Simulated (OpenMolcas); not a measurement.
# PH3 (phosphine): levels of theory compared

We compute a comparison of 3 runs (B2PLYP/STO-3G, B3LYP/STO-3G, MP2/STO-3G) of PH3 (phosphine). 

The results are computed with OpenMolcas 26.06.

### 1 The system as given

The species is PH3 (4 atoms), meant as a singlet with charge 0. As SMILES, `P`. The P1–H3 distance was set to 2.485 Å, away from the relaxed value. At this shape a bond of the SMILES string is far longer than usual.

Bond lengths: P1–H2 1.420 Å, P1–H4 1.420 Å. Angles: H2–P1–H4 93.1°.

### 2 A single-point energy at B2PLYP/STO-3G (run 1)

Input file calc.input:

```
>>> EXPORT MOLCAS_PRINT=2

&GATEWAY
 BasLib=$CurrDir
 Coord
 4
 angstrom
 P        1.359631      -0.074123      -0.539501
 H        1.644531       0.218377       0.820299
 H       -1.005500      -0.663000      -0.057200
 H        1.042331       1.275877      -0.843601
 Basis=STO-3G
 Group=NoSym

&SEWARD
 GridInput
 Grid=UltraFine
 End of Grid

&SCF
 KSDFT=B2PLYP_SCF
 Thresholds=1e-10 1e-07 1e-07 1e-05
 PrOrbitals=1 1

&MBPT2
 Frozen=5
```

The basis set STO-3G is read from a file made from the Basis Set Exchange's data (not shown).

Command:

```console
$ export MOLCAS_MEM=1860
$ pymolcas calc.input > calc.log
```

Output:

```text
--- Start Module: gateway ---
[...]
--- Stop Module: gateway /rc=_RC_ALL_IS_WELL_ ---
[...]
      Basis functions           12
[...]
--- Start Module: scf ---
[...]
       Convergence after  14 Iterations
[...]
::    Total KS-DFT energy                            -338.8890150756
[...]
      Total spin, S                                     0.0000000000
[...]
      Total electronic charge=   18.000000
      Total            charge=   -0.000000
[...]
      Dipole Moment (debye):
      Origin of the operator (angstrom)=    1.2886   -0.0429   -0.4939
                   X=  9.3109E-01               Y=  7.5170E-01               Z=  1.4042E-01           Total=  1.2049E+00
      Quadrupole Moment (debye*angstrom):
[...]
--- Stop Module: scf /rc=_RC_ALL_IS_WELL_ ---
[...]
--- Start Module: mbpt2 ---
[...]
 ###    WARNING: MP2 implementation intended for RHF references only         ###
 ###############################################################################
MBPT2 WARNING: Reference function according to RunFile:KS-DFT
I'll assume you know what you're doing and continue
WARNING!
Default frozen orbitals as non valence orbitals is overwritten by user input.
Default values:   5
[...]
       Reference weight ( Cref**2 )         =        0.82265
::    Total MBPT2 energy                             -339.0228468010
[...]
      Total MBPT2 calculations                           0.02      0.04
--- Stop Module: mbpt2 /rc=_RC_ALL_IS_WELL_ ---
[...]
```

It took 4.2 s on 1 thread of Arm Neoverse V1, shared host; peak memory 0.37 GiB.

### 3 The energy at B3LYP/STO-3G (run 2)

Input file calc.input:

```
&GATEWAY
 BasLib = $CurrDir
 Coord
 4
 angstrom
 P        1.359631      -0.074123      -0.539501
 H        1.644531       0.218377       0.820299
 H       -1.005500      -0.663000      -0.057200
 H        1.042331       1.275877      -0.843601
 Basis = STO-3G
 Group = NoSym

&SEWARD
 GridInput
 Grid=UltraFine
 End of Grid

&SCF
 KSDFT = B3LYP
 Thresholds = 1e-10 1e-07 1e-07 1e-05
 PrOrbitals = 1 1
```

The basis set STO-3G is read from a file made from the Basis Set Exchange's data (not shown).

Command:

```console
$ export MOLCAS_MEM=1860
$ pymolcas calc.input > calc.log
```

Output:

```text
--- Start Module: gateway ---
[...]
--- Stop Module: gateway /rc=_RC_ALL_IS_WELL_ ---
--- Start Module: seward ---
[...]
      Basis functions           12
--- Stop Module: seward /rc=_RC_ALL_IS_WELL_ ---
--- Start Module: scf ---
[...]
       Convergence after  13 Iterations
[...]
::    Total KS-DFT energy                            -339.1024653175
[...]
      Total spin, S                                     0.0000000000
[...]
      Total electronic charge=   18.000000
      Total            charge=   -0.000000
[...]
      Dipole Moment (debye):
      Origin of the operator (angstrom)=    1.2886   -0.0429   -0.4939
                   X=  8.6539E-01               Y=  7.2643E-01               Z=  1.4817E-01           Total=  1.1395E+00
      Quadrupole Moment (debye*angstrom):
[...]
--- Stop Module: scf /rc=_RC_ALL_IS_WELL_ ---
[...]
```

Wall time 4.2 s (1 thread of Arm Neoverse V1, shared host); peak memory 0.37 GiB.

### 4 The energy at MP2/STO-3G (run 3)

Input file calc.input:

```
&GATEWAY
  BasLib = $CurrDir
  Coord
  4
  angstrom
  P        1.359631      -0.074123      -0.539501
  H        1.644531       0.218377       0.820299
  H       -1.005500      -0.663000      -0.057200
  H        1.042331       1.275877      -0.843601
  Basis = STO-3G
  Group = NoSym

&SEWARD

&SCF
  Thresholds = 1e-10 1e-07 1e-07 1e-05
  PrOrbitals = 1 1

&MBPT2
  Frozen = 5
```

The basis set STO-3G is read from a file made from the Basis Set Exchange's data (not shown).

Command:

```console
$ export MOLCAS_MEM=1860
$ pymolcas calc.input > calc.log
```

Output:

```text
--- Start Module: gateway ---
[...]
--- Stop Module: gateway /rc=_RC_ALL_IS_WELL_ ---
[...]
      Basis functions           12
[...]
--- Start Module: scf ---
[...]
       Convergence after  12 Iterations
[...]
::    Total SCF energy                               -338.4058238454
[...]
      Total spin, S                                     0.0000000000
[...]
      Total electronic charge=   18.000000
      Total            charge=   -0.000000
[...]
      Dipole Moment (debye):
      Origin of the operator (angstrom)=    1.2886   -0.0429   -0.4939
                   X=  1.1233E+00               Y=  7.9744E-01               Z=  9.9850E-02           Total=  1.3812E+00
      Quadrupole Moment (debye*angstrom):
[...]
--- Stop Module: scf /rc=_RC_ALL_IS_WELL_ ---
--- Start Module: mbpt2 ---
[...]
WARNING!
Default frozen orbitals as non valence orbitals is overwritten by user input.
Default values:   5
[...]
       Reference weight ( Cref**2 )         =        0.91032
::    Total MBPT2 energy                             -338.4982985581
[...]
      Total MBPT2 calculations                           0.03      0.03
--- Stop Module: mbpt2 /rc=_RC_ALL_IS_WELL_ ---
[...]
```

Run time: 1.6 s. Hardware: 1 thread of Arm Neoverse V1, shared host; peak memory 0.37 GiB.

### 5 Overview of the runs

| run | level | frozen core orbitals | integration grid | energy (Eh) | dipole moment (D) of the reference | HOMO energy (eV) | LUMO energy (eV) | wall time |
| --- | --- | --- | --- | --- | --- | --- | --- | --- |
| 1 | B2PLYP/STO-3G | 5 | UltraFine | -338.925150 | 1.20 | -4.81 | 1.67 | 4.2 s |
| 2 | B3LYP/STO-3G | – | UltraFine | -339.102465 | 1.14 | -4.05 | 0.13 | 4.2 s |
| 3 | MP2/STO-3G | 5 | – | -338.498299 | 1.38 | -5.86 | 3.95 | 1.6 s |

### 6 Summary of results

```
                                          quantity          value
                               run 3: total energy  -338.49830 Eh
         run 3: dipole moment (mean-field density)         1.38 D
        run 3: HOMO energy (Hartree–Fock orbitals)       -5.86 eV
        run 3: LUMO energy (Hartree–Fock orbitals)        3.95 eV
      run 3: HOMO–LUMO gap (Hartree–Fock orbitals)        9.80 eV
run 3: correlation energy (5 core orbitals frozen)      -92.5 mEh
```

For B2PLYP the log adds the whole second-order term; the table takes 0.27 of it, as the functional is defined. Totals of different functionals can't be ranked against each other. In runs 1, 2, 3 the basis is minimal, so the values are rough. In runs 1, 2, 3 a closed-shell determinant meets a far-stretched bond, which it describes badly. All runs together took 10 s, the longest 4.2 s.
